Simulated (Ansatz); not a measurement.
Barrier from CH3 (SMILES [CH3], doublet) + H2O (oxidane, SMILES O) to the saddle point below; all geometries are those of the HTBH38 set.
```xyz
7

C     -1.2115     0.0080     0.0004
O      1.2940    -0.1087     0.0001
H      0.0095    -0.1180     0.0028
H     -1.5255    -0.2332     1.0101
H     -1.4307     1.0332    -0.2781
H     -1.5527    -0.7101    -0.7377
H      1.4166     0.8499    -0.0006
```
Charge 0, spin multiplicity 2.

Total energies in hartree (Ansatz, a program for electronic structure). Radicals and triplets start from unrestricted determinants; spin-orbit coupling is neglected. Cores are frozen in correlated methods. No relativity. The UHF reference of CH5O (saddle point or complex, doublet) is spin-contaminated (<S^2> up to 0.04 over the pure value in the sets run).

```csv
species,HF/aug-cc-pVTZ,CCSD(T)/aug-cc-pVTZ,HF/aug-cc-pVQZ,CCSD(T)/aug-cc-pVQZ,CCSD(T)/aug-cc-pVDZ,CCSDT(Q)/aug-cc-pVDZ
"1: CH3 (SMILES [CH3], doublet)",-39.57801,-39.76365,-39.58044,-39.77334,-39.72420,-39.72481
2: H2O (SMILES O),-76.06063,-76.34228,-76.06602,-76.36358,-76.27373,-76.27447
"3: CH5O (complex or saddle point, doublet)",-115.59301,-116.07633,-115.60046,-116.10624,-115.96890,-115.97070
```

Task: Work out the barrier height (electronic, no zero-point energy) in kcal/mol: take Hartree-Fock from aug-cc-pVQZ, extrapolate the CCSD(T) correlation energy as X^-3 (X = 3, 4), and add CCSDT(Q) - CCSD(T) in aug-cc-pVDZ. 1 hartree = 627.51 kcal/mol.

Result: 
Species 1: correlation (64·(-0.19290) - 27·(-0.18564))/37 = -0.19820; step -0.00061; E1 = -39.58044 + (-0.19820) + (-0.00061) = -39.77925
Species 2: correlation (64·(-0.29756) - 27·(-0.28165))/37 = -0.30917; step -0.00074; E2 = -76.06602 + (-0.30917) + (-0.00074) = -76.37593
Species 3: correlation (64·(-0.50578) - 27·(-0.48332))/37 = -0.52217; step -0.00180; E3 = -115.60046 + (-0.52217) + (-0.00180) = -116.12443
-1·E1 -1·E2 +1·E3 = 0.03075 hartree = 19.3 kcal/mol. Published benchmark value: 19.6 kcal/mol (Zhao et al., J. Phys. Chem. A 109, 2012 (2005), HTBH38), a best estimate, not a measurement. The composite differs from it by -0.3 kcal/mol; core, relativistic and spin-orbit terms are not in it.
